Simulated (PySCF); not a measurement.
# ClF2H2: the cost of one run

Programs: PySCF 2.14.0. All values are calculated, for the isolated system unless a continuum is named. Atoms count from 0, parts from 1.

## (1) The system as given

5 atoms, charge -1, multiplicity 1; geometry: GFN2-xTB. Parts: 1 = atoms 0–2, `F[H-]F`, charge -1; 2 = atoms 3–4, `Cl`, charge 0. In the given geometry H4 is shared between Cl3 (1.61 Å) and F2 (1.09 Å), so values for the parts refer to these atom groups.

## (2) Optimising the geometry at PBE0-D3(BJ)/def2-SVPD

What the job is given:

```
{"job": {"xc": "PBE0", "basis": "def2-SVPD", "d3": "d3bj", "grid": 2, "kind": "geom", "shake": 0.01}, "charge": -1, "multiplicity": 1, "parts": [{"atoms": "0-2", "charge": -1, "multiplicity": 1}, {"atoms": "3-4", "charge": 0, "multiplicity": 1}]}
F     -1.021809     0.016719    -1.069652
H     -0.479863     0.045010    -0.294501
F      0.422222     0.049311     0.907242
Cl     0.745955     0.473071     3.554748
H      0.551463     0.215425     1.978274
```

On the command line:

```sh
> OMP_NUM_THREADS=1 python cluster_run.py task.json out
```

The driver reads the jobs from task.json and runs them one after another.

Q: Estimate the wall time and peak memory of this first job on 1 thread of Intel Xeon 6975P-C, shared host.

About 18 s, with a peak of 0.4 GiB.
